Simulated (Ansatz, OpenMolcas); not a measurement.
## SiH3Cl (chlorosilane): the energy, rung by rung

SiH3Cl: 5 atoms, total charge 0, spin state singlet. As SMILES, `[SiH3]Cl`. Geometry: relaxed at PBE0-D4/def2-TZVP.

```xyz
5

Si   -0.1120    0.0186   -0.0309
Cl    1.8383   -0.5135    0.3299
H    -0.9509   -0.4883    1.0791
H    -0.5347   -0.5857   -1.3149
H    -0.1908    1.4954   -0.1047
```

Each level gives the energy change with the Si1–H4 bond stretched from 1.481 to 1.851 Å (eV). The values are calculated.

```
                        level                    kind     program  value (eV)  less FCI/STO-3G  CPU time (all runs)
      PBE/STO-3G (restricted)                     GGA  OpenMolcas        1.16            -0.07                7.5 s
   r2SCAN/STO-3G (restricted)                meta-GGA      Ansatz        1.26            +0.03                5.5 s
     PBE0/STO-3G (restricted)           global hybrid      Ansatz        1.32            +0.09                2.3 s
CAM-B3LYP/STO-3G (restricted)  range-separated hybrid      Ansatz        1.36            +0.13                2.5 s
    HSE06/STO-3G (restricted)  range-separated hybrid      Ansatz        1.31            +0.08                2.8 s
  RPA@PBE/STO-3G (restricted)                     RPA      Ansatz        1.20            -0.03                3.4 s
      MP2/STO-3G (restricted)     perturbation theory      Ansatz        1.43            +0.20               0.28 s
    CCSDT/STO-3G (restricted)   coupled cluster or CI      Ansatz        1.23             0.00               0.48 s
                   FCI/STO-3G      exact in the basis      Ansatz        1.23             0.00                1.1 s
```

FCI/STO-3G is exact within its basis and frozen core, so for wave-function methods in that basis the difference is their error; functionals converge differently with the basis, so for them it is only a difference. The first shape isn't each level's own minimum. The values span 1.16 to 1.43 eV. All rows use very small basis sets, so even the best lies far from the true value. CPU times are rough (shared hosts, several kinds of processor): they show what a rung costs within a factor of a few.
